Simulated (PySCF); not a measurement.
Geometries of 3 isomers of C4H4O, from PBE0-D3(BJ)/def2-SVP geometry optimisation, gas phase (PySCF 2.14.0). One conformer each, no zero-point energy, no frequencies.

Question: Which is lowest in electronic energy at this level?
A.
```xyz
9
angstrom
C      1.894    0.101   -0.006
C      0.648   -0.276   -0.001
C     -0.622   -0.631    0.001
C     -1.719    0.357   -0.136
O     -1.573    1.545   -0.263
H      2.459    0.166   -0.942
H      2.406    0.369    0.924
H     -0.897   -1.686    0.109
H     -2.740   -0.100   -0.113
```
B.
```xyz
9
angstrom
O      2.310    1.399    0.399
C      1.779    0.449   -0.119
C      0.365    0.116    0.063
C     -0.791    0.414    0.587
C     -0.759   -0.830   -0.248
H      2.343   -0.248   -0.785
H     -1.402    1.078    1.194
H     -0.800   -1.813    0.245
H     -1.225   -0.823   -1.246
```
C.
```xyz
9
angstrom
C     -1.302    0.199   -0.287
C      0.012    0.383   -0.478
C      1.059   -0.230    0.325
C      2.355   -0.041    0.128
O      3.493    0.116   -0.035
H     -2.037    0.690   -0.927
H     -1.680   -0.444    0.512
H      0.344    1.037   -1.291
H      0.808   -0.896    1.157
```

Answer: C. That is `C=CC=C=O`, 15.4 kcal/mol below the next.

```tsv
SMILES	atoms numbered as above	E (Eh)	relative (kcal/mol)	relative (kJ/mol)	dipole (D)
C=CC=C=O	[CH2:1]=[CH:2][CH:3]=[C:4]=[O:5]	-229.56729	0.0	0.0	0.78
C=C=CC=O	[CH2:1]=[C:2]=[CH:3][CH:4]=[O:5]	-229.54278	15.4	64.3	2.67
O=CC1=CC1	[O:1]=[CH:2][C:3]1=[CH:4][CH2:5]1	-229.51289	34.1	142.8	2.42
```

As drawn, the lowest has cumulated double bonds, which the highest lacks; the highest has a three-membered ring, which the lowest lacks.
